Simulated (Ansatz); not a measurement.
Relaxing Ta₃W

Method: DFT r2SCAN, scalar-relativistic, plane waves, PAW in Ansatz 0.2.0. Cutoff 500 eV, Γ-centred k mesh, Gaussian smearing, no spin polarisation in the final step.

Ta₃W was placed on the Cu3Au (L1_2) structure type (Pm-3m, No. 221), with W in place of Au, Ta in place of Cu, at a guessed volume.

```yaml
crystal:
  lattice:
    - [4.10207, 0.00000, 0.00000]
    - [0.00000, 4.10207, 0.00000]
    - [0.00000, 0.00000, 4.10207]
  atoms:
    - { symbol: Ta, position: [0.00000, 0.50000, 0.50000] }
    - { symbol: Ta, position: [0.50000, 0.00000, 0.50000] }
    - { symbol: Ta, position: [0.50000, 0.50000, 0.00000] }
    - { symbol: W, position: [0.00000, 0.00000, 0.00000] }
```

Cell and atoms relax at zero pressure; the relaxation can't lower the symmetry of the start. After a coarse first stage the cell is made exact in the group found at 0.06 Å.

Energies over the elements count from the elements' standard structures at the same level, with no empirical corrections.

(1) Which crystal results?

(2) What are its volume, energy, density and gap?

## Answers

(1) It keeps Pm-3m (No. 221). The result has the Cu3Au (L1_2) structure. Conventional cell: a = 4.159 Å. Around Ta lie 4 W at 2.94 Å and 8 Ta at 2.94 Å; W is coordinated by 12 Ta at 2.94 Å.

```
Ta W
1.0
     4.15915    0.00000    0.00000
     0.00000    4.15915    0.00000
     0.00000    0.00000    4.15915
Ta W
3 1
Cartesian
  0.0000 2.0796 2.0796
  2.0796 0.0000 2.0796
  2.0796 2.0796 0.0000
  0.0000 0.0000 0.0000
```

(2) The volume per atom is 17.99 Å³, the density is 16.77 g/cm³ and the energy over the elements is 0.33 eV/atom. The gap on the 12×12×12 mesh is 0 eV (a metal).

The final run used a 12×12×12 mesh on its 4-atom cell and 0.10 eV smearing. The k mesh leaves about 4 meV/atom of noise in metals. Spin–orbit coupling is left out. A structure relaxed within its symmetry needn't be a true minimum. The steps took of the order of 2.2 core-minutes in all.